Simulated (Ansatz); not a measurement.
Level of theory: PBE0-D3(BJ)/def2-SVP in Ansatz (a quantum-chemistry and plane-wave program). No frequencies were computed at this level.

Ansatz 0.2 input:
```yaml
crystal:
  periodic: [false, false, false]
  atoms:
    - { symbol: O, position_ang: [0.001481, 0.379406, -0.000001] }
    - { symbol: H, position_ang: [0.771444, -0.192718, -0.000002] }
    - { symbol: H, position_ang: [-0.772926, -0.186688, 0.000003] }
basis:
  gaussian: { orbitals: def2-svp }
hamiltonian:
  xc: pbe0
  dispersion: d3bj
relax:
  max_steps: 150
```

Output:

```
Functional definition: PBE0
250 factors; integrals over basis functions are off by at most 2.1e-4 eV
mean field evaluation 1: about -2072.2926 eV, gradient 4.4e1 eV
mean field evaluation 2: about -2070.0938 eV, gradient 5.7e1 eV
mean field evaluation 4: about -2075.5748 eV, gradient 1.3e-1 eV
mean field evaluation 8: about -2075.5743 eV, gradient 9.1e-5 eV
mean field -2075.57431540 eV, -76.2759492160 hartree, gradient 1.4e-5 eV, S^2 0.000000; 0 other end points of the search recorded, 0 dependent functions left out
reference -2075.57432657 eV, -76.2759496268 hartree; 5, 5 occupied and 19, 19 virtual orbitals, 250 factors
relax step   1: F+E_penalty+E_count = -2075.58184794 eV  Δ(F+E_penalty+E_count) = +0.000e0 eV  max|allowed force component| = 5.724e-1 eV/Å  Δτ_max = 0.0000 Å  (19 SCF iters, accepted)
these checks for a lower state are left out or cut short: starts, cluster_reference, orbital_swaps, neighbouring_geometries, increment
250 factors; integrals over basis functions are off by at most 2.4e-4 eV
mean field evaluation 16: about -2075.5812 eV, gradient 8.1e-6 eV
mean field -2075.58119341 eV, -76.2762019785 hartree, gradient 1.7e-5 eV, S^2 0.000000; 0 other end points of the search recorded, 0 dependent functions left out
reference -2075.58120462 eV, -76.2762023902 hartree; 5, 5 occupied and 19, 19 virtual orbitals, 250 factors
relax step   2: F+E_penalty+E_count = -2075.58872684 eV  Δ(F+E_penalty+E_count) = -6.879e-3 eV  max|allowed force component| = 3.524e-1 eV/Å  Δτ_max = 0.0084 Å  (20 SCF iters, accepted)
these checks for a lower state are left out or cut short: starts, cluster_reference, orbital_swaps, neighbouring_geometries, increment
250 factors; integrals over basis functions are off by at most 3.1e-4 eV
mean field -2075.58498099 eV, -76.2763411692 hartree, gradient 1.8e-5 eV, S^2 0.000000; 0 other end points of the search recorded, 0 dependent functions left out
reference -2075.58499226 eV, -76.2763415834 hartree; 5, 5 occupied and 19, 19 virtual orbitals, 250 factors
relax step   3: F+E_penalty+E_count = -2075.59251574 eV  Δ(F+E_penalty+E_count) = -3.789e-3 eV  max|allowed force component| = 2.870e-2 eV/Å  Δτ_max = 0.0125 Å  (20 SCF iters, accepted)
these checks for a lower state are left out or cut short: starts, cluster_reference, orbital_swaps, neighbouring_geometries, increment
250 factors; integrals over basis functions are off by at most 3.1e-4 eV
mean field -2075.58499088 eV, -76.2763415329 hartree, gradient 1.2e-5 eV, S^2 0.000000; 0 other end points of the search recorded, 0 dependent functions left out
reference -2075.58500214 eV, -76.2763419467 hartree; 5, 5 occupied and 19, 19 virtual orbitals, 250 factors
relax step   4: F+E_penalty+E_count = -2075.59252557 eV  Δ(F+E_penalty+E_count) = -9.829e-6 eV  max|allowed force component| = 8.990e-3 eV/Å  Δτ_max = 0.0006 Å  (16 SCF iters, accepted)
250 factors; integrals over basis functions are off by at most 3.1e-4 eV
mean field evaluation 32: about -2072.3210 eV, gradient 4.4e1 eV
mean field -2075.58499088 eV, -76.2763415329 hartree, gradient 1.2e-5 eV, S^2 0.000000; 1 other end points of the search recorded, 0 dependent functions left out
reference -2075.58500214 eV, -76.2763419467 hartree; 5, 5 occupied and 19, 19 virtual orbitals, 250 factors
Total energy: -2075.59253683 eV, -76.2766188413 hartree
Atom 0 at     0.001557     0.398836    -0.000001 Å, force     0.000035     0.008990    -0.000000 eV/Å
Atom 1 at     0.753236    -0.202362    -0.000002 Å, force     0.007034    -0.004522     0.000000 eV/Å
Atom 2 at    -0.754794    -0.196474     0.000003 Å, force    -0.007069    -0.004467     0.000000 eV/Å
Dipole moment:    -0.001651    -0.422853     0.000001 e Å
```

Cost: roughly 1.9 core-seconds.
